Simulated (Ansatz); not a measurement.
Basis-set extrapolation for C₃H₄ClN (`N=C1CC1Cl`) (PBE0-D4/def2-TZVP geometry, frozen core, Ansatz). Multiplicity 1, RHF reference.

|  | def2-TZVPP | def2-QZVPP |
| --- | --- | --- |
| HF | -629.878641 | -629.898793 |
| MP2 correlation | -0.871547 | -0.935502 |
| CCSD(T) correlation | -0.949664 | not run |

Energies in hartree. Use E(X) = E(∞) + A·exp(−7.88·√X) for Hartree–Fock and E(X) = E(∞) + B·X^(−2.97) for correlation, with X = 3 and 4, and add CCSD(T) minus MP2 of the smaller set to the MP2 limit.

Problem. What is the CCSD(T) energy at the basis-set limit?

Solution. HF limit: -629.898793 + (-0.020152) × 0.13774 = -629.90157. MP2 limit: -0.935502 + (-0.063955) × 0.74074 = -0.98288. Higher-order term: -0.949664 − (-0.871547) = -0.07812. Total: -630.96257 hartree, 352.5 kJ/mol below CCSD(T)/def2-TZVPP.
